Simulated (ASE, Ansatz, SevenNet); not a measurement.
## fcc Pd: properties by level of theory

Reference values: lattice constant a 3.876 Å (measured, static lattice: zero-point anharmonic expansion removed; as tabulated in Mejia-Rodriguez and Trickey (2018), arXiv:1807.09216); elastic constant C11 234 GPa (measured, 0 K, extrapolated to 0 K; zero-point effects included; as tabulated in Malica and Corso (2021), arXiv:2109.00459); elastic constant C44 71.2 GPa (measured, 0 K, extrapolated to 0 K; zero-point effects included; as tabulated in Malica and Corso (2021), arXiv:2109.00459).

```tsv
level (code)	lattice parameter a (Å)	elastic constant C11 (GPa)	elastic constant C44 (GPa)
EMT (ASE)	3.879	216	73.4
SevenNet-0 (SevenNet)	3.955	193	72.9
LDA (Ansatz)	3.840	271	79.0
```

Differences from the reference values (errors of the level alone only where the reference is corrected to a static lattice):

```csv
level,lattice constant a (%),elastic constant C11 (%),elastic constant C44 (%)
EMT,+0.08,-7.7,+3.1
SevenNet-0,+2.04,-17.5,+2.4
LDA,-0.93,+15.8,+11.0
```

Nearest: lattice constant a, LDA; elastic constant C11, not told apart by this reference; elastic constant C44, SevenNet-0. Empirical potentials aren't ranked on values they can be fitted to.

Empirical potentials (EMT) are fitted to chosen data, which need not cover the solid at hand: agreement can be built in, and what lay outside the fit can be far off. Machine-learned potentials (SevenNet-0) are trained on DFT data, which may include these solids.

Ansatz's density-functional and Hartree–Fock values are scalar-relativistic unless marked +SOC, with PAW data made under PBE.

Differences are worked out from the printed values.

Ansatz is a quantum-chemistry and plane-wave program.
